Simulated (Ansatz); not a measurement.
# C₂H₃NO₂: up Jacob's ladder to CCSD(T)

One table from this session's results is given with a row withheld; the runs are named, their logs left out.

The runs use Ansatz 0.2.0, Gaussian basis; functionals in def2-TZVPP, the program's frozen cores in correlated methods.

Plan: LDA (SPW92), PBE-D4, revPBE-D4, BLYP-D4, r2SCAN-D4, B97M-V, PBE0-D4, B3LYP-D4, r2SCANh-D4, r2SCAN0-D4, HSE06-D4, BHLYP-D4, CAM-B3LYP-D4, LC-ωPBE, ωB97X-V, ωB97M-V, B2PLYP, PBE-QIDH; CCSD(T)/def2-SVP; CCSD(T)/def2-TZVPP; MP2/def2-QZVPP; extrapolation to the limit; RPA on PBE.

## Structure used throughout

An earlier PBE0-D4 in a triple-zeta def2 set relaxation fixed the geometry.

SMILES `NC(=O)C=O`, 8 atoms, charge 0, spin multiplicity 1.

Atoms are counted from 1 here; the program's logs count them from 0.

Bond lengths: N1–C2 1.341 Å, N1–H6 1.006 Å, N1–H7 1.004 Å, C2–O3 1.211 Å, C2–C4 1.528 Å, C4–O5 1.198 Å, C4–H8 1.106 Å. Angles: C2–N1–H6 119.1°, C2–N1–H7 120.2°, H6–N1–H7 120.8°, N1–C2–O3 126.9°, N1–C2–C4 113.3°, O3–C2–C4 119.8°, C2–C4–O5 123.2°, C2–C4–H8 113.1°, O5–C4–H8 123.6°.

The first run:

Input file in.yaml:

```yaml
crystal:
  periodic: [false, false, false]
  atoms:
    - {symbol: N, position_ang: [-0.788282, -0.804724, 0.426652]}
    - {symbol: C, position_ang: [0.279377, -0.442166, -0.299924]}
    - {symbol: O, position_ang: [0.977930, -1.163938, -0.977229]}
    - {symbol: C, position_ang: [0.587091, 1.051799, -0.216799]}
    - {symbol: O, position_ang: [-0.062513, 1.820960, 0.433138]}
    - {symbol: H, position_ang: [-1.285694, -0.102662, 0.948449]}
    - {symbol: H, position_ang: [-1.083482, -1.764654, 0.446160]}
    - {symbol: H, position_ang: [1.467773, 1.348185, -0.816246]}
basis:
  gaussian: {orbitals: def2-TZVPP}
hamiltonian: {xc: lda}
output: {orbitals: {seedname: orbitals}}
```

Launch:

```
$ ansatz run in.yaml --threads 2 --pin off --events-out ev --progress --plain --max-ram 4352MiB
```

Steps of the session up to this table: LDA; PBE-D4 (GGA); revPBE-D4 (GGA); BLYP-D4 (GGA); r2SCAN-D4 (meta-GGA); B97M-V (meta-GGA); B3LYP-D4 (hybrid); r2SCANh-D4 (hybrid); r2SCAN0-D4 (hybrid); HSE06-D4 (hybrid); BHLYP-D4 (hybrid); CAM-B3LYP-D4 (range-separated); LC-ωPBE (range-separated); ωB97X-V (range-separated); ωB97M-V (range-separated); B2PLYP (double hybrid); PBE-QIDH (double hybrid).

One of the session's tables, all rows but one given; the rest of the session is left out.

It belongs to the step «Frontier levels by functional». 

| functional | HOMO (eV) | LUMO (eV) | gap (eV) |
| --- | --- | --- | --- |
| LDA (SPW92) | -6.13 | -3.67 | 2.46 |
| PBE-D4 | -5.94 | -3.38 | 2.57 |
| revPBE-D4 | -5.87 | -3.27 | 2.59 |
| BLYP-D4 | -5.89 | -3.26 | 2.63 |
| r2SCAN-D4 | -6.26 | -3.25 | 3.01 |
| B97M-V | -6.42 | -3.12 | 3.30 |
| PBE0-D4 | -7.59 | -2.32 | 5.27 |
| B3LYP-D4 | -7.37 | -2.59 | 4.79 |
| r2SCANh-D4 | -6.89 | -2.85 | 4.03 |
| r2SCAN0-D4 | -7.82 | -2.26 | 5.57 |
| HSE06-D4 | -7.18 | -2.71 | 4.47 |
| BHLYP-D4 | -9.24 | -1.16 | 8.08 |
| CAM-B3LYP-D4 | -9.10 | -1.13 | 7.97 |
| LC-ωPBE | ? | ? | ? |
| ωB97X-V | -10.06 | 0.07 | 10.12 |
| ωB97M-V | -10.00 | 0.01 | 10.01 |

**Question.** Estimate the row for LC-ωPBE.

The run gave: HOMO (eV): -10.36; LUMO (eV): 0.13; gap (eV): 10.50. In the column «HOMO (eV)» it is the lowest.
